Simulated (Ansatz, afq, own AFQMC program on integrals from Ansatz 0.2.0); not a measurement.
# Where AFQMC and coupled cluster stand for BH, singlet

```xyz
2

B     0.0000    0.0000    0.0000
H     0.0000    0.0000    1.2410
```

Basis cc-pVQZ. Noble-gas cores (and the filled d shells of Ga–Kr and In–Xe) are frozen. Integrals, coupled cluster, full CI and functionals: Ansatz 0.2.0; the random walks run on the same integrals in our own AFQMC program. ph-AFQMC/CISD is guided by a CISD state made of CCSD amplitudes; releasing the constraint for a short imaginary time cuts its bias at the price of noise, slowly where states lie close. Free AFQMC starts from the CCSD state and is never constrained. Its projection time is finite, and what remains of the start isn't in its error. Uncertainties: one standard error, sampling alone.

Determinant: RHF, the one that the program's search chose, which needn't be the lowest solution. The geometry is a PBE0/def2-TZVP stationary point of this or a neighbouring charge and spin state.

Full CI on the same integrals is exact in this basis and with this determinant's frozen core.

Cautions: higher spins were not checked; restricted determinant unstable towards unrestricted (UHF 176 meV lower, ⟨S²⟩ 0.48).

```
T1 diagnostic                               : 0.0139
weight of the determinant in the CISD state : 0.913
size of the correlated space                : 4 electrons in 84 orbitals
```

Reference: full CI, correlation energy -2.840 eV. The released energy is read at 2.40 1/Eh (meV from the phaseless value at times in 1/Eh: -3.2 ± 2.0 at 0.24, -4.2 ± 1.7 at 0.51, -7.1 ± 1.5 at 0.99, -6.4 ± 1.4 at 1.62, -5.5 ± 1.8 at 2.40).

```
         level  E − E(reference) (kcal/mol)  share of correlation (%)
            HF                        65.49                      0.00
           MP2                        16.43                     74.91
          CCSD                         1.71                     97.39
       CCSD(T)                         0.32                     99.52
         CCSDT                         0.06                     99.91
      CCSDT(Q)                         0.01                     99.98
   ph-AFQMC/HF                 -0.68 ± 0.37                    101.04
 ph-AFQMC/CISD                  0.18 ± 0.03                     99.73
released AFQMC                  0.05 ± 0.04                     99.92
    free AFQMC                  0.00 ± 0.03                     99.99
```

CCSDT and higher add their correlation energy to the determinant of the CCSD(T) run, since their own runs factorise the integrals more tightly (a shift of under 2 meV). Free projections are given only where their last times agree within the noise and don't stop above the reference; a slow remainder of the start can still hide under it. A walk keeps the symmetry of its determinant, which the program's search chose and which needn't be the lowest solution, so a lower state of the same spin and another symmetry isn't excluded. Released energies are given only where the last usable release times agree within the noise; a slower fall can still hide under it.
